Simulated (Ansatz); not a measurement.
Solid CO2 (dry ice) was calculated with PBEsol in Ansatz (PAW).

Settings: plane-wave cutoff 520 eV, 4×4×4 k mesh, scalar-relativistic PAW data made under PBE.

Cell (relaxed at this level):

```
CO2
1.0
    5.80364     0.00000     0.00000
    0.00000     5.80364     0.00000
    0.00000     0.00000     5.80364
C O
4 8
Direct
  0.00000   0.50000   0.50000
  0.50000   0.00000   0.50000
  0.00000   0.00000   0.00000
  0.50000   0.50000   0.00000
  0.88392   0.61608   0.38392
  0.38392   0.88392   0.61608
  0.88392   0.88392   0.88392
  0.11608   0.11608   0.11608
  0.61608   0.38392   0.88392
  0.61608   0.11608   0.38392
  0.38392   0.61608   0.11608
  0.11608   0.38392   0.61608
```

Estimate the Young modulus, elastic constant C11, elastic constant C12, Voigt–Reuss–Hill bulk modulus and elastic constant C44 that the calculation returns.


- Young modulus: 3.8 GPa
- elastic constant C11: 4.64 GPa
- elastic constant C12: 2.30 GPa
- Voigt–Reuss–Hill bulk modulus: 3.08 GPa
- elastic constant C44: 1.74 GPa

Note: the cell comes from a level without a dispersion term, which matters for the spacing of layers, chains or molecules.

Elastic constants are with the ions relaxed.

The computed numbers hold no vibrational or temperature effects.

Ansatz is a first-principles code.
